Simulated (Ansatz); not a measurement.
Conformers of `CCOCF`, each relaxed with PBE0-D4/def2-TZVP in Ansatz. CBS adds the triple-zeta coupled-cluster correction to the MP2 limit.

Not all of them had a frequency check.

Conformer A:

Z-matrix (Å, degrees):
```
C
C 1 1.505
H 1 1.092 2 110.1
H 1 1.091 2 110.6 3 -119.7
H 1 1.092 2 110.8 3 120.1
O 2 1.422 1 108.4 3 180.0
H 2 1.095 1 111.0 3 59.6
H 2 1.099 1 111.0 3 -60.3
C 6 1.361 2 114.3 1 174.8
F 9 1.385 6 111.4 2 71.0
H 9 1.091 6 107.7 2 -171.2
H 9 1.099 6 112.1 2 -47.8
```

Conformer B:

Cartesian coordinates in Å:
```
C 1.377 -0.040 -0.674
C 0.274 -0.834 -0.012
O -0.326 -0.118 1.066
C -1.337 0.718 0.701
F -2.487 0.007 0.399
H 1.846 -0.634 -1.462
H 0.997 0.877 -1.132
H 2.143 0.232 0.055
H 0.672 -1.748 0.432
H -0.496 -1.129 -0.732
H -1.102 1.308 -0.195
H -1.561 1.360 1.554
```

(1) Which is lowest in electronic energy at CCSD(T)/CBS (frozen core, def2 sets), and by how much? (Estimate.)

(2) Give the energies relative to A (kJ/mol) with PBE-D4/def2-TZVPP, B2PLYP/def2-TZVPP, HF/def2-TZVPP, CCSD/def2-TZVPP, CCSD(T)/def2-TZVPP, HF/CBS(def2), CCSD/CBS(def2). (Estimate.)

Results:

(1) Computed: A; B lies 4.7 kJ/mol higher.

(2) Computed: 
```tsv
level	B
PBE-D4/def2-TZVPP	4.3
B2PLYP/def2-TZVPP	5.4
HF/def2-TZVPP	6.7
CCSD/def2-TZVPP	4.8
CCSD(T)/def2-TZVPP	4.5
HF/CBS(def2)	6.8
CCSD/CBS(def2)	5.1
```
